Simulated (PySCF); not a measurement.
# SF5+: fields and orbitals, part 2 of 3

Aim: take SF5+ and compute its lowest excited states, localise its valence orbitals, analyse its density (charges, bond critical points, surface potential) and measure its response to a uniform field.

PySCF 2.14.0; Gaussian basis, gas phase.

## Step 6: Density, bond paths and surface potential (M06-2X/def2-svp)

input.py reads:

```python
import numpy as np
from pyscf import gto, scf, dft
from pyscf.scf import atom_ks, atom_hf
from scipy.linalg import block_diag

def solve(mol, dm0=None, hcore=None):
    mf = (dft.UKS if mol.spin else dft.RKS)(mol, xc='m062x')
    mf.grids.level = 3
    mf = mf.density_fit(auxbasis='def2-universal-jkfit')
    mf.conv_tol, mf.max_cycle = 1e-8, 80
    if hcore is not None:
        mf.get_hcore = lambda *args: hcore
    mf.kernel(dm0)
    if not mf.converged:
        mf = mf.newton().run(mf.mo_coeff, mf.mo_occ, max_cycle=30)
    assert mf.converged, 'SCF not converged'
    return mf

mol = gto.M(atom='''
F      1.54942     0.00056     0.00074
S      0.00008    -0.00006     0.00003
F      0.00092    -1.49373    -0.40205
F      0.00012     1.09516    -1.09249
F     -0.00132     0.39869     1.49461
F     -1.54929    -0.00058    -0.00086
''', basis='def2-svp', charge=1, spin=0, verbose=4)
mf = solve(mol)
mf.analyze()
# spherically averaged free atoms, for the promolecule
atm = atom_ks.get_atm_nrks(mol, xc='m062x')
pro = block_diag(*[(atm[a[0]][2] * atm[a[0]][3]) @ atm[a[0]][2].T for a in mol._atom])
np.savez('result.npz', e=mf.e_tot, c=mf.mo_coeff, occ=mf.mo_occ, eps=mf.mo_energy, pro=pro, dip=mf.dip_moment(verbose=0), s2=mf.spin_square()[0])
```

Launch:

```sh
$ OMP_NUM_THREADS=1 python input.py
```

What it wrote:

```text
[ENV] PYSCF_TMPDIR <dir>
[ENV] PYSCF_MAX_MEMORY 1650
[INPUT] verbose = 4
[INPUT] num. atoms = 6
[INPUT] num. electrons = 60
[INPUT] charge = 1
[INPUT] spin (= nelec alpha-beta = 2S) = 0
[INPUT] symmetry False subgroup None
[INPUT] Mole.unit = angstrom
[INPUT] Symbol           X                Y                Z      unit          X                Y                Z       unit  Magmom
[INPUT]  1 F      1.549420000000   0.000560000000   0.000740000000 AA    2.927979451924   0.001058246630   0.001398397332 Bohr   0.0
[INPUT]  2 S      0.000080000000  -0.000060000000   0.000030000000 AA    0.000151178090  -0.000113383567   0.000056691784 Bohr   0.0
[INPUT]  3 F      0.000920000000  -1.493730000000  -0.402050000000 AA    0.001738548035  -2.822740604047  -0.759764388381 Bohr   0.0
[INPUT]  4 F      0.000120000000   1.095160000000  -1.092490000000 AA    0.000226767135   2.069552462579  -2.064506893826 Bohr   0.0
[INPUT]  5 F     -0.001320000000   0.398690000000   1.494610000000 AA   -0.002494438484   0.753414908603   2.824403563036 Bohr   0.0
[INPUT]  6 F     -1.549290000000  -0.000580000000  -0.000860000000 AA   -2.927733787527  -0.001096041152  -0.001625164467 Bohr   0.0

nuclear repulsion = 425.442875324479
number of shells = 38
number of NR pGTOs = 156
number of NR cGTOs = 88
basis = def2-svp
ecp = {}

******** <class 'pyscf.df.df_jk.DFRKS'> ********
method = DFRKS
initial guess = minao
damping factor = 0
level_shift factor = 0
DIIS = <class 'pyscf.scf.diis.CDIIS'>
diis_start_cycle = 1
diis_space = 8
diis_damp = 0
SCF conv_tol = 1e-08
SCF conv_tol_grad = None
SCF max_cycles = 80
direct_scf = False
XC library pyscf.dft.libxc version 7.0.0
    S. Lehtola, C. Steigemann, M. J.T. Oliveira, and M. A.L. Marques.,  SoftwareX 7, 1–5 (2018)
XC functionals = m062x
    Y. Zhao and D. G. Truhlar.,  Theor. Chem. Acc. 120, 215 (2008)
    Y. Zhao and D. G. Truhlar.,  Theor. Chem. Acc. 120, 215 (2008)
radial grids:
    Treutler-Ahlrichs [JCP 102, 346 (1995); DOI:10.1063/1.469408] (M4) radial grids

becke partition: Becke, JCP 88, 2547 (1988); DOI:10.1063/1.454033
pruning grids: <function nwchem_prune at 0x7992aa46f600>
grids dens level: 3
symmetrized grids: False
atomic radii adjust function: <function treutler_atomic_radii_adjust at 0x7992aa46fba0>
small_rho_cutoff = 0
Set gradient conv threshold to 0.0001
Initial guess from minao.
tot grids = 90192
******** <class 'pyscf.df.df.DF'> ********
auxbasis = def2-universal-jkfit
init E= -898.100813961726
  HOMO = -0.53018444091338  LUMO = -0.0645337731805604  gap/eV = 12.67100
cycle= 1 E= -895.805937559012  delta_E= 2.29  |g|= 1.34  |ddm|= 2.97
  HOMO = -0.81259844911924  LUMO = -0.446027211189363  gap/eV = 9.97491
cycle= 2 E= -895.678519641421  delta_E= 0.127  |g|=  1.7  |ddm|= 2.41
  HOMO = -0.840440718077495  LUMO = -0.346690540806875  gap/eV = 13.43563
cycle= 3 E= -896.162484918573  delta_E= -0.484  |g|= 0.101  |ddm|= 1.27
  HOMO = -0.819076729073078  LUMO = -0.314684367931853  gap/eV = 13.72522
cycle= 4 E= -896.163963788055  delta_E= -0.00148  |g|= 0.0247  |ddm|= 0.0752
  HOMO = -0.821126360137241  LUMO = -0.316025803109107  gap/eV = 13.74449
cycle= 5 E= -896.164043621076  delta_E= -7.98e-05  |g|= 0.0131  |ddm|= 0.023
  HOMO = -0.821977814457534  LUMO = -0.316140290521576  gap/eV = 13.76454
cycle= 6 E= -896.164071360089  delta_E= -2.77e-05  |g|= 0.0019  |ddm|= 0.00889
  HOMO = -0.821915855674884  LUMO = -0.316107954757765  gap/eV = 13.76373
cycle= 7 E= -896.164072323634  delta_E= -9.64e-07  |g|= 0.000145  |ddm|= 0.00224
  HOMO = -0.821918347719408  LUMO = -0.316100342150814  gap/eV = 13.76401
cycle= 8 E= -896.164072337538  delta_E= -1.39e-08  |g|= 2.32e-05  |ddm|= 0.000323
  HOMO = -0.821915778844515  LUMO = -0.316093626800103  gap/eV = 13.76412
cycle= 9 E= -896.164072337799  delta_E= -2.61e-10  |g|= 6.15e-06  |ddm|= 3.96e-05
  HOMO = -0.821916318166469  LUMO = -0.316093655022787  gap/eV = 13.76414
Extra cycle  E= -896.164072337796  delta_E= 3.18e-12  |g|= 7.1e-06  |ddm|= 9.06e-06
converged SCF energy = -896.164072337796
**** SCF Summaries ****
Total Energy =                        -896.164072337796142
Nuclear Repulsion Energy =             425.442875324479076
One-electron Energy =                -2070.798803279633830
Two-electron Energy =                  749.191855617358783
Two-electron Coulomb Energy =          826.695266269695594
DFT Exchange-Correlation Energy =      -77.503410652336839
HOMO-LUMO gap [eV] =                    13.764135744467159
**** MO energy ****
MO #1   energy= -90.6457012259952  occ= 2
MO #2   energy= -25.6413925939285  occ= 2
MO #3   energy= -25.6412876343997  occ= 2
MO #4   energy= -25.6410219745602  occ= 2
MO #5   energy= -25.5980266144486  occ= 2
MO #6   energy= -25.5978105723235  occ= 2
MO #7   energy= -8.9595700321201   occ= 2
MO #8   energy= -6.88572312471657  occ= 2
MO #9   energy= -6.88571963632398  occ= 2
MO #10  energy= -6.88322641294758  occ= 2
MO #11  energy= -1.83070959449534  occ= 2
MO #12  energy= -1.71827471064812  occ= 2
MO #13  energy= -1.71812434579917  occ= 2
MO #14  energy= -1.69738975413267  occ= 2
MO #15  energy= -1.63930875213408  occ= 2
MO #16  energy= -1.1989285676396   occ= 2
MO #17  energy= -1.05060949211422  occ= 2
MO #18  energy= -1.0505714786045   occ= 2
MO #19  energy= -1.03780842149005  occ= 2
MO #20  energy= -0.952716105556656 occ= 2
MO #21  energy= -0.952597280401655 occ= 2
MO #22  energy= -0.914740291221128 occ= 2
MO #23  energy= -0.914669479253326 occ= 2
MO #24  energy= -0.880358619573894 occ= 2
MO #25  energy= -0.87168212216122  occ= 2
MO #26  energy= -0.860682664034754 occ= 2
MO #27  energy= -0.841666432926479 occ= 2
MO #28  energy= -0.841664424260723 occ= 2
MO #29  energy= -0.821962954151181 occ= 2
MO #30  energy= -0.821916318166469 occ= 2
MO #31  energy= -0.316093655022787 occ= 0
MO #32  energy= -0.243979199902122 occ= 0
MO #33  energy= -0.243910558246966 occ= 0
MO #34  energy= -0.0746710858038964 occ= 0
MO #35  energy= 0.0547080754244313 occ= 0
MO #36  energy= 0.254078705663977  occ= 0
MO #37  energy= 0.254103213920137  occ= 0
MO #38  energy= 0.317047430690458  occ= 0
MO #39  energy= 0.31705061311117   occ= 0
MO #40  energy= 0.366197725898709  occ= 0
MO #41  energy= 0.540210891169469  occ= 0
MO #42  energy= 0.540256258133388  occ= 0
MO #43  energy= 0.707030113835879  occ= 0
MO #44  energy= 0.821739221702831  occ= 0
MO #45  energy= 0.821790604592345  occ= 0
MO #46  energy= 0.923774263199486  occ= 0
MO #47  energy= 0.923794657317325  occ= 0
MO #48  energy= 0.941305044931873  occ= 0
MO #49  energy= 0.955523610753487  occ= 0
MO #50  energy= 0.95556724852178   occ= 0
MO #51  energy= 0.956304591430005  occ= 0
MO #52  energy= 0.969273395362442  occ= 0
MO #53  energy= 0.99434201453303   occ= 0
MO #54  energy= 1.16764330515528   occ= 0
MO #55  energy= 1.16768522961037   occ= 0
MO #56  energy= 1.17213846628083   occ= 0
MO #57  energy= 1.1721937790837    occ= 0
MO #58  energy= 1.21273015196074   occ= 0
MO #59  energy= 1.28668729226785   occ= 0
MO #60  energy= 1.49869077981958   occ= 0
MO #61  energy= 1.49878706476448   occ= 0
MO #62  energy= 1.72891463758521   occ= 0
MO #63  energy= 1.75078946143098   occ= 0
...
pop of  0 F 3dxz          0.00212
pop of  0 F 3dx2-y2       0.00435
pop of  1 S 1s            1.99999
pop of  1 S 2s            1.99985
pop of  1 S 3s            1.07568
pop of  1 S 4s            0.02491
pop of  1 S 2px           1.99996
pop of  1 S 2py           1.99996
pop of  1 S 2pz           1.99996
pop of  1 S 3px           0.75405
pop of  1 S 3py           0.74567
pop of  1 S 3pz           0.74568
pop of  1 S 4px           0.03586
pop of  1 S 4py           0.03006
pop of  1 S 4pz           0.03006
pop of  1 S 3dxy          0.03665
pop of  1 S 3dyz          0.03793
pop of  1 S 3dz^2         0.04249
pop of  1 S 3dxz          0.03665
pop of  1 S 3dx2-y2       0.05164
pop of  2 F 1s            1.99998
pop of  2 F 2s            1.88528
pop of  2 F 3s            0.00477
pop of  2 F 2px           1.95806
pop of  2 F 2py           1.53183
pop of  2 F 2pz           1.85517
pop of  2 F 3px           0.00204
pop of  2 F 3py           0.00131
pop of  2 F 3pz           0.00096
pop of  2 F 3dxy          0.00197
pop of  2 F 3dyz          0.00282
pop of  2 F 3dz^2         0.00130
pop of  2 F 3dxz          0.00016
pop of  2 F 3dx2-y2       0.00382
pop of  3 F 1s            1.99998
pop of  3 F 2s            1.88535
pop of  3 F 3s            0.00477
pop of  3 F 2px           1.95812
pop of  3 F 2py           1.69295
pop of  3 F 2pz           1.69391
pop of  3 F 3px           0.00205
pop of  3 F 3py           0.00114
pop of  3 F 3pz           0.00114
pop of  3 F 3dxy          0.00107
pop of  3 F 3dyz          0.00408
pop of  3 F 3dz^2         0.00216
pop of  3 F 3dxz          0.00106
pop of  3 F 3dx2-y2       0.00170
pop of  4 F 1s            1.99998
pop of  4 F 2s            1.88529
pop of  4 F 3s            0.00477
pop of  4 F 2px           1.95806
pop of  4 F 2py           1.85560
pop of  4 F 2pz           1.53141
pop of  4 F 3px           0.00204
pop of  4 F 3py           0.00096
pop of  4 F 3pz           0.00131
pop of  4 F 3dxy          0.00016
pop of  4 F 3dyz          0.00281
pop of  4 F 3dz^2         0.00492
pop of  4 F 3dxz          0.00197
pop of  4 F 3dx2-y2       0.00020
pop of  5 F 1s            1.99997
pop of  5 F 2s            1.88006
pop of  5 F 3s            0.00447
pop of  5 F 2px           1.53221
pop of  5 F 2py           1.93575
pop of  5 F 2pz           1.93576
pop of  5 F 3px           0.00104
pop of  5 F 3py           0.00148
pop of  5 F 3pz           0.00148
pop of  5 F 3dxy          0.00212
pop of  5 F 3dyz          0.00003
pop of  5 F 3dz^2         0.00147
pop of  5 F 3dxz          0.00212
pop of  5 F 3dx2-y2       0.00435
 ** Mulliken atomic charges  **
charge of    0F =     -0.30220
charge of    1S =      2.35293
charge of    2F =     -0.24948
charge of    3F =     -0.24947
charge of    4F =     -0.24949
charge of    5F =     -0.30229

WARN: System has nonzero charge 1; the dipole moment is origin-dependent.
Location of origin: [0. 0. 0.]

Dipole moment(X, Y, Z, Debye):  0.00141, -0.00079,  0.00043
Spherically averaged atomic KS for {'F', 'S'}

******** <class 'pyscf.scf.atom_ks.AtomSphAverageRKS'> ********
method = AtomSphAverageRKS
initial guess = vsap
damping factor = 0
level_shift factor = 0
diis_start_cycle = 1
diis_space = 12
SCF conv_tol = 1e-09
SCF conv_tol_grad = None
SCF max_cycles = 50
direct_scf = True
direct_scf_tol = 1e-13
XC library pyscf.dft.libxc version 7.0.0
    S. Lehtola, C. Steigemann, M. J.T. Oliveira, and M. A.L. Marques.,  SoftwareX 7, 1–5 (2018)
XC functionals = m062x
    Y. Zhao and D. G. Truhlar.,  Theor. Chem. Acc. 120, 215 (2008)
    Y. Zhao and D. G. Truhlar.,  Theor. Chem. Acc. 120, 215 (2008)
radial grids:
    Treutler-Ahlrichs [JCP 102, 346 (1995); DOI:10.1063/1.469408] (M4) radial grids

becke partition: Becke, JCP 88, 2547 (1988); DOI:10.1063/1.454033
pruning grids: <function nwchem_prune at 0x7992aa46f600>
grids dens level: 3
symmetrized grids: False
atomic radii adjust function: <function treutler_atomic_radii_adjust at 0x7992aa46fba0>
User specified grid scheme (100, 434)
small_rho_cutoff = 0
Set gradient conv threshold to 3.16228e-05
tot grids = 25232
init E= 326.006164801715
cycle= 1 E= 326.004682716953  delta_E= -0.00148  |g|=    0  |ddm|= 0.0774
cycle= 2 E= 326.004652217255  delta_E= -3.05e-05  |g|=    0  |ddm|= 0.0147
cycle= 3 E= 326.004633920799  delta_E= -1.83e-05  |g|=    0  |ddm|= 0.00934
cycle= 4 E= 326.004632311646  delta_E= -1.61e-06  |g|=    0  |ddm|= 0.00434
cycle= 5 E= 326.004630567819  delta_E= -1.74e-06  |g|=    0  |ddm|= 0.00224
cycle= 6 E= 326.00463053733  delta_E= -3.05e-08  |g|=    0  |ddm|= 0.000608
cycle= 7 E= 326.004630503928  delta_E= -3.34e-08  |g|=    0  |ddm|= 0.000308
cycle= 8 E= 326.004630503367  delta_E= -5.61e-10  |g|=    0  |ddm|= 8.3e-05
Extra cycle  E= 326.004630503068  delta_E= -2.99e-10  |g|=    0  |ddm|= 6.08e-05
Atomic HF for atom  F  converged. SCF energy = 326.004630503068

******** <class 'pyscf.scf.atom_ks.AtomSphAverageRKS'> ********
method = AtomSphAverageRKS
initial guess = vsap
damping factor = 0
level_shift factor = 0
diis_start_cycle = 1
diis_space = 12
SCF conv_tol = 1e-09
SCF conv_tol_grad = None
SCF max_cycles = 50
direct_scf = True
direct_scf_tol = 1e-13
XC library pyscf.dft.libxc version 7.0.0
    S. Lehtola, C. Steigemann, M. J.T. Oliveira, and M. A.L. Marques.,  SoftwareX 7, 1–5 (2018)
XC functionals = m062x
    Y. Zhao and D. G. Truhlar.,  Theor. Chem. Acc. 120, 215 (2008)
    Y. Zhao and D. G. Truhlar.,  Theor. Chem. Acc. 120, 215 (2008)
radial grids:
    Treutler-Ahlrichs [JCP 102, 346 (1995); DOI:10.1063/1.469408] (M4) radial grids

becke partition: Becke, JCP 88, 2547 (1988); DOI:10.1063/1.454033
pruning grids: <function nwchem_prune at 0x7992aa46f600>
grids dens level: 3
symmetrized grids: False
atomic radii adjust function: <function treutler_atomic_radii_adjust at 0x7992aa46fba0>
User specified grid scheme (100, 434)
small_rho_cutoff = 0
Set gradient conv threshold to 3.16228e-05
tot grids = 23744
init E= 27.642695542901
cycle= 1 E= 27.6385645039297  delta_E= -0.00413  |g|=    0  |ddm|= 0.0874
cycle= 2 E= 27.6385468394965  delta_E= -1.77e-05  |g|=    0  |ddm|= 0.0145
cycle= 3 E= 27.6385456990986  delta_E= -1.14e-06  |g|=    0  |ddm|= 0.0044
cycle= 4 E= 27.6385455271779  delta_E= -1.72e-07  |g|=    0  |ddm|= 0.0019
cycle= 5 E= 27.6385455005042  delta_E= -2.67e-08  |g|=    0  |ddm|= 0.000722
cycle= 6 E= 27.6385454963612  delta_E= -4.14e-09  |g|=    0  |ddm|= 0.000288
cycle= 7 E= 27.6385454956458  delta_E= -7.15e-10  |g|=    0  |ddm|= 6.1e-05
Extra cycle  E= 27.6385454956066  delta_E= -3.92e-11  |g|=    0  |ddm|= 2.79e-05
Atomic HF for atom  S  converged. SCF energy = 27.6385454956066
```

It took 11 s on 1 thread of Intel Xeon Platinum 8259CL at 2.50GHz (Skylake/Cascade Lake), shared host; peak memory 0.44 GiB.

## Step 7: Post-processing

Deformation density: the molecule less spherical free atoms.

F1–S2 and S2–F6: +0.03 e/Å³ at the bond critical point (bond length 1.55 Å, Mayer order 1.0). S2–F4, S2–F3 and S2–F5: 0.00 e/Å³ at the bond critical point (bond length 1.55 Å, Mayer order 1.1). In all, 1.0 electrons are displaced relative to the promolecule of neutral atoms (the count includes the ion's charge). A small or negative value marks a very polar bond or one between electron-rich atoms, whose free-atom densities already overlap strongly.

Topology of the density (QTAIM).

6 nuclei, 5 bond, 0 ring and 0 cage critical points: 6 − 5 + 0 − 0 = 1, as the Poincaré–Hopf relation requires.

| bond | length (Å) | ρ (a.u.) | ∇²ρ (a.u.) | ε | H (a.u.) |
| --- | --- | --- | --- | --- | --- |
| F1–S2 (×2) | 1.549 | 0.227 | +0.50 | 0.00 | −0.237 |
| S2–F4 (×3) | 1.547 | 0.222 | +0.50 | 0.04 | −0.223 |

Polar or intermediate (positive Laplacian, negative energy density H): ρ = 0.222, ∇²ρ = +0.50, H = −0.223 a.u.

On the 0.001 a.u. surface of the density.

The lowest local ionisation energy is 25.1 eV, 1.6 Å from F1, and at symmetry-equivalent points. For comparison, the highest occupied orbital lies at −22.4 eV.

[end of part 2 of 3]
